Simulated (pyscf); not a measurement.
Thermochemistry of product channels of B–F [singlet] + borane (BH₃) on the singlet surface, in eV, from CCSD(T)/def2-TZVPP + ΔMP2(QZVPP) energies (ideal gas, 1 atm, RRHO with modes under 100 cm⁻¹ raised to 100, one conformer, R ln 2 for rigid chiral ones). Single points on ωB97X-D3(BJ)/def2-SVP structures (PySCF, gas phase). MP2 and CC: frozen core, UHF for open shells. ΔMP2 is the change of the MP2 total energy from the triple- to the quadruple-zeta basis.

```
products                 ΔE  ΔH(298 K)  ΔG(600 K)  ΔG(900 K)
--------------------  -----  ---------  ---------  ---------
H₂B–BH–F              -1.82      -1.73      -0.98      -0.61
H₂B–F + BH [singlet]      ?      +1.44      +1.40          ?
```

Problem. Some entries are withheld; supply them.

Solution. 
- H₂B–F + BH [singlet], ΔE: +1.47
- H₂B–F + BH [singlet], ΔG(900 K): +1.38

These are energies of the channels, which say nothing of barriers. The CCSD(T) − MP2 part came from Ansatz, without density fitting, on the same reference.
